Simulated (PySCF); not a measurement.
PySCF input (BP86/def2-TZVPD):

```python
from pyscf import gto, scf, dft

mol = gto.M(
    atom='''
    C     0.00000034   -0.00879282    0.11429267
    C     0.00063634    0.06997282    1.38676583
    C    -0.00016681    0.04932928   -1.23370407
    H    -0.00240573   -0.82834392    2.00699519
    H     0.92338430    0.07933898   -1.80581793
    H    -0.92379778    0.08594923   -1.80530386
    ''',
    basis='def2-tzvpd',
    charge=-1,
    spin=0,
    verbose=4,
)

mf = dft.RKS(mol, xc='bp86').density_fit(auxbasis='def2-universal-jkfit')
mf.grids.level = 3
mf.conv_tol = 1e-9
mf.max_cycle = 100
mf.max_memory = 1500
mf.kernel()
if not mf.converged:
    mf = mf.newton()
    mf.kernel(mf.make_rdm1())
mf.analyze()
```

Output:

```
PySCF version 2.14.0

[INPUT] verbose = 4
[INPUT] num. atoms = 6
[INPUT] num. electrons = 22
[INPUT] charge = -1
[INPUT] spin (= nelec alpha-beta = 2S) = 0
[INPUT] symmetry False subgroup None
[INPUT] Mole.unit = angstrom
[INPUT] Symbol           X                Y                Z      unit          X                Y                Z       unit  Magmom
[INPUT]  1 C      0.000000340000  -0.008792820000   0.114292670000 AA    0.000000642507  -0.016616021663   0.215981844345 Bohr   0.0
[INPUT]  2 C      0.000636340000   0.069972820000   1.386765830000 AA    0.001202508322   0.132229465963   2.620607617605 Bohr   0.0
[INPUT]  3 C     -0.000166810000   0.049329280000  -1.233704070000 AA   -0.000315225215   0.093218829122  -2.331362811061 Bohr   0.0
[INPUT]  4 H     -0.002405730000  -0.828343920000   2.006995190000 AA   -0.004546170830  -1.565343145749   3.792671242419 Bohr   0.0
[INPUT]  5 H      0.923384300000   0.079338980000  -1.805817930000 AA    1.744943434723   0.149928943202  -3.412501318529 Bohr   0.0
[INPUT]  6 H     -0.923797780000   0.085949230000  -1.805303860000 AA   -1.745724798681   0.162420505317  -3.411529867020 Bohr   0.0

nuclear repulsion = 53.0058857025448
number of shells = 54
number of NR pGTOs = 189
number of NR cGTOs = 138
basis = def2-tzvpd
ecp = {}

******** <class 'pyscf.df.df_jk.DFRKS'> ********
method = DFRKS
initial guess = minao
damping factor = 0
level_shift factor = 0
DIIS = <class 'pyscf.scf.diis.CDIIS'>
diis_start_cycle = 1
diis_space = 8
diis_damp = 0
SCF conv_tol = 1e-09
SCF conv_tol_grad = None
SCF max_cycles = 100
direct_scf = False
XC library pyscf.dft.libxc version 7.1.2
    S. Lehtola, C. Steigemann, M. J. T. Oliveira, and M. A. L. Marques,  SoftwareX 7, 1–5 (2018)
XC functionals = bp86
    A. D. Becke,  Phys. Rev. A 38, 3098 (1988)
    J. P. Perdew,  Phys. Rev. B 33, 8822 (1986)
    J. P. Perdew,  Phys. Rev. B 34, 7406–7406 (1986)
radial grids:
    Treutler-Ahlrichs [JCP 102, 346 (1995); DOI:10.1063/1.469408] (M4) radial grids

becke partition: Becke, JCP 88, 2547 (1988); DOI:10.1063/1.454033
pruning grids: <function nwchem_prune>
grids dens level: 3
symmetrized grids: False
atomic radii adjust function: <function treutler_atomic_radii_adjust>
small_rho_cutoff = 0
Set gradient conv threshold to 3.16228e-05
Initial guess from minao.
tot grids = 71784
init E= -116.185723880173
  HOMO = -0.243925806864503  LUMO = -0.0739422259415325  gap/eV = 4.62549
cycle= 1 E= -115.938211774309  delta_E= 0.248  |g|= 0.651  |ddm|= 2.57
  HOMO = 0.17131511784539  LUMO = 0.177946362408778  gap/eV = 0.18045
cycle= 2 E= -115.013138479895  delta_E= 0.925  |g|= 1.48  |ddm|=  569
[...]
cycle= 12 E= -116.081016138993  delta_E= -1.38e-11  |g|= 4.76e-06  |ddm|= 3.33e-05
  HOMO = 0.0538761555139864  LUMO = 0.150359693193984  gap/eV = 2.62545
Extra cycle  E= -116.081016138978  delta_E= 1.47e-11  |g|= 8.44e-06  |ddm|= 5.11e-05
converged SCF energy = -116.081016138978
**** SCF Summaries ****
Total Energy =                        -116.081016138978271
Nuclear Repulsion Energy =              53.005885702544795
One-electron Energy =                 -264.688158026002668
Two-electron Energy =                   95.601256184479610
Two-electron Coulomb Energy =          113.109008003721954
DFT Exchange-Correlation Energy =      -17.507751819242351
HOMO-LUMO gap [eV] =                     2.625450788385627
**** MO energy ****
MO #1   energy= -9.68082673168359  occ= 2
MO #2   energy= -9.66981753020001  occ= 2
MO #3   energy= -9.64725983419776  occ= 2
MO #4   energy= -0.47659606286452  occ= 2
MO #5   energy= -0.392049575000748 occ= 2
MO #6   energy= -0.233083155362944 occ= 2
MO #7   energy= -0.178606841869713 occ= 2
MO #8   energy= -0.169127647816452 occ= 2
MO #9   energy= -0.0519744330108161 occ= 2
MO #10  energy= -0.00969208667539334 occ= 2
MO #11  energy= 0.0538761555139864 occ= 2
MO #12  energy= 0.150359693193984  occ= 0
MO #13  energy= 0.176810649296659  occ= 0
MO #14  energy= 0.194514389522232  occ= 0
MO #15  energy= 0.200732021921673  occ= 0
MO #16  energy= 0.208833328482363  occ= 0
MO #17  energy= 0.23763408347817   occ= 0
MO #18  energy= 0.262015648410441  occ= 0
MO #19  energy= 0.268490870227114  occ= 0
MO #20  energy= 0.301859813646782  occ= 0
MO #21  energy= 0.302683143402441  occ= 0
MO #22  energy= 0.311183976139013  occ= 0
MO #23  energy= 0.312049800301668  occ= 0
MO #24  energy= 0.343837015307194  occ= 0
MO #25  energy= 0.354055240374486  occ= 0
MO #26  energy= 0.36356255722525   occ= 0
MO #27  energy= 0.368546156898442  occ= 0
MO #28  energy= 0.37336211508584   occ= 0
MO #29  energy= 0.389368169624012  occ= 0
MO #30  energy= 0.406172654698106  occ= 0
MO #31  energy= 0.431458257321789  occ= 0
MO #32  energy= 0.436802758991253  occ= 0
MO #33  energy= 0.441057767650029  occ= 0
MO #34  energy= 0.447542827321542  occ= 0
MO #35  energy= 0.460138932734804  occ= 0
MO #36  energy= 0.473959762333381  occ= 0
MO #37  energy= 0.485338153541432  occ= 0
MO #38  energy= 0.498037005710577  occ= 0
MO #39  energy= 0.513901408970657  occ= 0
MO #40  energy= 0.541016350216743  occ= 0
MO #41  energy= 0.543652106573224  occ= 0
MO #42  energy= 0.583711006385412  occ= 0
MO #43  energy= 0.584067031474596  occ= 0
MO #44  energy= 0.591646117434408  occ= 0
MO #45  energy= 0.605034888349624  occ= 0
MO #46  energy= 0.610137552825531  occ= 0
MO #47  energy= 0.644166485364277  occ= 0
MO #48  energy= 0.690879276149424  occ= 0
MO #49  energy= 0.714705738468021  occ= 0
MO #50  energy= 0.729034313318349  occ= 0
MO #51  energy= 0.753007985297836  occ= 0
MO #52  energy= 0.764094089649187  occ= 0
MO #53  energy= 0.786516683099093  occ= 0
MO #54  energy= 0.798858826950045  occ= 0
MO #55  energy= 0.837238320354545  occ= 0
MO #56  energy= 0.839948563278003  occ= 0
MO #57  energy= 0.850394109192999  occ= 0
MO #58  energy= 0.906099523129992  occ= 0
MO #59  energy= 0.908380064623233  occ= 0
MO #60  energy= 0.920586977321051  occ= 0
MO #61  energy= 1.00669114182434   occ= 0
MO #62  energy= 1.02330846508689   occ= 0
MO #63  energy= 1.03461062722557   occ= 0
MO #64  energy= 1.10102397508946   occ= 0
MO #65  energy= 1.14544176137012   occ= 0
MO #66  energy= 1.15619795714678   occ= 0
MO #67  energy= 1.23856121811905   occ= 0
MO #68  energy= 1.26197710417445   occ= 0
MO #69  energy= 1.29641875166408   occ= 0
MO #70  energy= 1.39308237636008   occ= 0
MO #71  energy= 1.40488447365637   occ= 0
MO #72  energy= 1.51407227525916   occ= 0
MO #73  energy= 1.61698718367184   occ= 0
MO #74  energy= 1.62528264865665   occ= 0
MO #75  energy= 1.65642405974797   occ= 0
MO #76  energy= 1.72435775511309   occ= 0
MO #77  energy= 1.79803678071426   occ= 0
MO #78  energy= 1.83197215422163   occ= 0
MO #79  energy= 1.92759661304312   occ= 0
MO #80  energy= 1.9514930025614    occ= 0
MO #81  energy= 1.95617607021852   occ= 0
MO #82  energy= 1.9800896010085    occ= 0
MO #83  energy= 1.99525789718549   occ= 0
MO #84  energy= 2.04757341189628   occ= 0
MO #85  energy= 2.04794772131271   occ= 0
MO #86  energy= 2.09319683616957   occ= 0
MO #87  energy= 2.15022062964232   occ= 0
MO #88  energy= 2.17009966743472   occ= 0
MO #89  energy= 2.29603534016057   occ= 0
MO #90  energy= 2.35781919311072   occ= 0
MO #91  energy= 2.4130319920521    occ= 0
MO #92  energy= 2.42317971365438   occ= 0
MO #93  energy= 2.61875606104503   occ= 0
MO #94  energy= 2.6925861638237    occ= 0
MO #95  energy= 2.72238711157472   occ= 0
MO #96  energy= 2.72618225162781   occ= 0
MO #97  energy= 2.73261827078197   occ= 0
MO #98  energy= 2.75881664750773   occ= 0
MO #99  energy= 2.7784577497233    occ= 0
MO #100 energy= 2.85185132275456   occ= 0
MO #101 energy= 2.85973868544494   occ= 0
MO #102 energy= 2.94001682580653   occ= 0
MO #103 energy= 2.95090931832571   occ= 0
MO #104 energy= 3.10326949792146   occ= 0
MO #105 energy= 3.14071757842303   occ= 0
MO #106 energy= 3.17252720504445   occ= 0
MO #107 energy= 3.18580143916122   occ= 0
[...]
```

It need not be the lowest isomer of its formula. Whether it binds its extra electron was not tested at this geometry.
